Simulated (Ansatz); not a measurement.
Input:

```yaml
crystal:
  periodic: [false, false, false]
  atoms:
    - { symbol: B, position_ang: [0.0, 0.0, 0.0] }
    - { symbol: H, position_ang: [0.7533, 0.0, 1.1682] }
    - { symbol: F, position_ang: [1.5135, 0.0, 0.1406] }
    - { symbol: F, position_ang: [-1.1431, 0.0, -0.66] }
basis:
  gaussian: { orbitals: def2-mTZVP }
hamiltonian:
  xc: r2scan
  dispersion: d4
relax:
  f_tol: 0.15
  max_steps: 25
  restrain:
    - { distance: [1, 2], at: 0.92, k: 30.0 }
    - { distance: [0, 1], at: 2.39, k: 30.0 }
    - { distance: [0, 2], at: 2.52, k: 30.0 }
output:
  orbitals: {}
```

Command:

```bash
$ ansatz run input.yaml --threads 1 --pin off --max-ram 2048MiB --backend cpu --events-out ev --progress --plain --runs-dir out
```

Hardware: 1 thread of Arm Neoverse V2, with other jobs on the host.

**Question.** Roughly how long does this run take, and how much memory?

**Answer.** 14 s, with a peak of 0.12 GiB, for 9 ionic steps.
